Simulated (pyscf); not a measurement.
`[SnH2]` [singlet] + `[SnH4]` + `[H][H]` -> `[SnH3][SnH3]` + `[H][H]`, a multi-bond step (singlet surface; H–Sn, H–H broken, Sn–Sn, H–Sn, H–H formed). PySCF, gas phase, ωB97X-D3(BJ)/def2-SVP geometries. Energies in kJ/mol from the separated reactants.

AM1 to PM7: differences of heats of formation from MOPAC, which are fitted to 298 K values and so differ in kind from electronic energies by zero-point and thermal terms. 

Task: Quick AM1 single points give ΔE‡ = 97.0 kJ/mol and ΔE = -177.9 kJ/mol. What does ωB97M-D3(BJ)/def2-TZVP give, and how far is the quick result from it?

Result: ωB97M-D3(BJ)/def2-TZVP gives ΔE‡ = 130.0 kJ/mol and ΔE = -131.7 kJ/mol. AM1 lies 33.0 kJ/mol under it in the barrier and 46.2 kJ/mol under it in the reaction energy, so on this step it does not hold to within 12.6 kJ/mol. ωB97M-D3(BJ)/def2-TZVP has limits of its own. On the reactant side the descent ends in an adduct with a Sn–Sn contact (not fully relaxed), 48.6 kJ/mol under the separated species and 132.4 kJ/mol under the saddle at ωB97X-D3(BJ)/def2-TZVP. What is counted as formed (Sn–Sn) is already present as a longer contact in the reactant adduct; forming that adduct is a step of its own. At ωB97X-D3(BJ)/def2-TZVP the barrier from the zero used here is 83.8 kJ/mol. This is the saddle that the search found; another between the same sides may lie lower. In the def2 sets elements past Kr carry core potentials, without spin-orbit coupling.
